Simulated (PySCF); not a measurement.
From one molecule to another.

First species: C5H6O4.
Numbering: `[O:1]=[CH:2][O:3][C@@H:4]1[O:5][CH2:6][C@@H:7]1[CH:8]=[O:9]` (hydrogens: H10 on C2; H11 on C4; H12, H13 on C6; H14 on C7; H15 on C8)

Second species: fluoroacetonitrile, C2H2FN.
Bonds: N1–C2 (triple), C2–C3, C3–F4. Hydrogens: H5, H6 on C3.

Levels: PBE0/def2-SVPD for dipole moment, HOMO energy, LUMO energy, HOMO–LUMO gap, static isotropic polarisability and electronic spatial extent ⟨r²⟩ about the centre of nuclear charge; TDDFT PBE0/def2-SVPD for lowest singlet excitation; TDA PBE0/def2-SVPD for lowest triplet excitation (Tamm–Dancoff); GFN2-xTB for rotational constant A and rotational constant C. Geometries: GFN2-xTB. Each species is one conformer at its optimised geometry, gas phase, non-relativistic unless stated; the electronic structure was computed with PySCF and density fitting.

The conformers computed, where there is a choice (atom-mapped SMILES and torsion angles):
- `[O:1]=[CH:2][O:3][C@@H:4]1[O:5][CH2:6][C@@H:7]1[CH:8]=[O:9]`: O1–C2–O3–C4 -5°, C2–O3–C4–O5 -112°, C6–C7–C8–O9 17°

(1) Which of the two has the higher rotational constant C, and by how much?

(2) Which has the higher HOMO energy?

(3) Which of the two has the higher S1 energy, and by how much?

(4) Which has the higher LUMO energy?

(5) Which of the two has the higher rotational constant A, and by how much?

(6) Which of the two has the higher T1 energy, and by how much?

(7) Which of the two has the higher static isotropic polarisability, and by how much?

(8) Which has the higher HOMO–LUMO gap?

Results:

(1) The second: 4.414 GHz against 0.933 GHz, a difference of 3.481 GHz.

(2) The first: -8.02 eV against -10.03 eV, a difference of 2.01 eV.

(3) The second: 7.21 eV against 4.35 eV, a difference of 2.86 eV.

(4) The second: -0.65 eV against -1.29 eV, a difference of 0.64 eV.

(5) The second: 37.183 GHz against 2.966 GHz, a difference of 34.217 GHz.

(6) The second: 6.21 eV against 3.69 eV, a difference of 2.52 eV.

(7) The first: 69.8 au against 29.2 au, a difference of 40.6 au.

(8) The second: 9.38 eV against 6.73 eV, a difference of 2.65 eV.

On the first: The polarisability is 10.34 Å³ as a volume (1 au = 0.148185 Å³), or 1.03 au for each of the 68 electrons. The dipole matches unit charges of opposite sign 0.42 Å apart (1 e·Å = 4.8032 D).

On the second: The principal polarisabilities are 23.7, 25.1 and 38.7 au; their mean is the isotropic value.
